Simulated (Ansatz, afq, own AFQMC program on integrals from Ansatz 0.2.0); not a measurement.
AlGeH, triplet in cc-pVDZ, levels against CCSDT(Q)

```xyz
3

Ge    0.0000   -0.0088    0.6666
Al    0.0000   -0.0265   -1.7820
H     0.0000    1.3471   -0.3412
```

Connectivity, by distances: Ge–Al, 1 bridging H.

Basis cc-pVDZ. Only valence electrons are correlated. AFQMC by an in-house program on the Cholesky factors that Ansatz 0.2.0 writes for its CCSD(T) run. ph-AFQMC/CISD is guided by a CISD state made of CCSD amplitudes; releasing the constraint for a short imaginary time cuts its bias at the price of noise, slowly where states lie close. Free projection: walkers drawn from exp(T), propagated without any constraint. Its projection time is finite, and what remains of the start isn't in its error. ± is one standard error of the sampling. No spin–orbit coupling.

Determinant: UHF, the one that the program's search chose, which needn't be the lowest solution. The geometry is a point of a scan.

No full CI on the walks' own integrals is used here; CCSDT(Q) serves as the reference and is uncertain by about the last step of the cluster series.

Cautions: no relativity below Rb; no spin-orbit coupling; inner d shell frozen; lower spins were not checked; unrestricted determinant slightly spin contaminated (⟨S²⟩ 2.07 against 2.00); the released energies rise steadily instead of settling, so no released level is given (meV from the phaseless value at times in 1/Eh: -19 ± 13 at 0.24, -22 ± 12 at 0.51, -19 ± 12 at 0.99, -12 ± 11 at 1.62, 0 ± 11 at 2.40), though the last usable value meets CCSDT(Q) within the noise.

- T1 diagnostic: 0.0367
- weight of the determinant in the CISD state: 0.854
- ⟨S²⟩ of the determinant: 2.075
- size of the correlated space: 8 electrons in 31 orbitals

```json
{"level": "MP2", "correlation energy (eV)": "-3.0636"}
{"level": "CCSD", "correlation energy (eV)": "-3.9638"}
{"level": "CCSD(T)", "correlation energy (eV)": "-4.1257"}
```

Question: Estimate where phaseless AFQMC with a CISD trial lies against CCSD(T) on the same integrals.

Answer: 53.8 ± 9.1 meV below CCSD(T).

Reference: CCSDT(Q), correlation energy -4.177 eV.

```csv
level,E − E(reference) (meV),share of correlation (%)
CCSD(T),51.3,98.77
CCSDT,10.6,99.75
ph-AFQMC/HF,72.2 ± 36.0,98.27
ph-AFQMC/CISD,-2.5 ± 9.1,100.06
free AFQMC,10.1 ± 13.0,99.76
```

Free projections are given only where their last times agree within the noise and don't stop above the reference; a slow remainder of the start can still hide under it. A walk keeps the symmetry of its determinant, which the program's search chose and which needn't be the lowest solution, so a lower state of the same spin and another symmetry isn't excluded.
